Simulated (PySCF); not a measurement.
# HF: basis, grid and Hamiltonian

The method stays; parts of the set-up, such as the basis or the Hamiltonian, are changed.

Method: method and basis as typed in the scripts; program: PySCF 2.14.0.

1 further run of the same task is left out (it didn't finish).

### 1 Starting geometry

HF: 2 atoms, charge 0, spin multiplicity 1.

Bond lengths: H1–F2 0.935 Å.

### 2 Base script

input.py

```python
from pyscf import gto, scf, cc

mol = gto.M(
    atom='H 0 0 0; F 0 0 0.935',
    basis='sbkjc',
    ecp={'F': 'sbkjc'},
    charge=0,
    spin=0,
    verbose=3,
)
mf = scf.RHF(mol)
mf.kernel()
mycc = cc.CCSD(mf)
mycc.kernel()
mycc.ccsd_t()
mf.dip_moment()
print('orbital energies (hartree):', mf.mo_energy[..., max(0, mol.nelec[1]-3):mol.nelec[0]+3].round(4))
```

Run with:

```
$ OMP_NUM_THREADS=1 python input.py
```

The log of this run is left out.

Base result: E(SCF) = -24.422246 Eh, E(CCSD) − E(SCF) = -0.10838 Eh, (T) = -0.00164 Eh, μ = 2.40 D (of the SCF density).

The bond length is a typed value, not an optimised one.

### 3 Minao (core potential off)

Variant 1 changes basis set: sbkjc → minao; core potential: on → off. The core potential changes with it: totals don't compare.

input.py

```python
from pyscf import gto, scf, cc

mol = gto.M(
    atom='H 0 0 0; F 0 0 0.935',
    basis='minao',
    charge=0,
    spin=0,
    verbose=3,
)
mf = scf.RHF(mol)
mf.kernel()
mycc = cc.CCSD(mf)
mycc.kernel()
mycc.ccsd_t()
mf.dip_moment()
print('orbital energies (hartree):', mf.mo_energy[..., max(0, mol.nelec[1]-3):mol.nelec[0]+3].round(4))
```

Run with:

```
$ OMP_NUM_THREADS=1 python input.py
```

### 4 6-31+g* (core potential off)

Variant 2 changes basis set: sbkjc → 6-31+g*; core potential: on → off. The core potential changes with it: totals don't compare.

Changes to input.py since step 2:

```diff
@@ -4,4 +4,3 @@
     atom='H 0 0 0; F 0 0 0.935',
-    basis='sbkjc',
-    ecp={'F': 'sbkjc'},
+    basis='6-31+g*',
     charge=0,
```

### 5 Density fitting cc-pvdz-jkfit

Variant 3 changes density fitting: none → cc-pvdz-jkfit.

Changes to input.py since step 2:

```diff
@@ -11,2 +11,3 @@
 mf = scf.RHF(mol)
+mf = mf.density_fit(auxbasis='cc-pvdz-jkfit')
 mf.kernel()
```

What does the calculation give? Wanted: for each run, E(SCF); from base; gap; SCF dipole; after the SCF.

**Answer**, as computed:

```
                          run  E(SCF) (hartree)  from base (eV)  gap (eV)  SCF dipole (D)  functions                  after the SCF
                         base        -24.422246               0       n/a            2.40         10  CCSD(T) correlation -2.994 eV
   minao (core potential off)        -99.963344  not comparable     26.66            1.99          6  CCSD(T) correlation -0.569 eV
 6-31+g* (core potential off)       -100.012104  not comparable     22.96            2.12         20  CCSD(T) correlation -5.290 eV
density fitting cc-pvdz-jkfit        -24.422225         +0.0006       n/a            2.40         10  CCSD(T) correlation -2.994 eV
```

**Reading.** Total energies from different bases, Hamiltonians or methods carry different errors, so properties are taken as differences within one set-up.
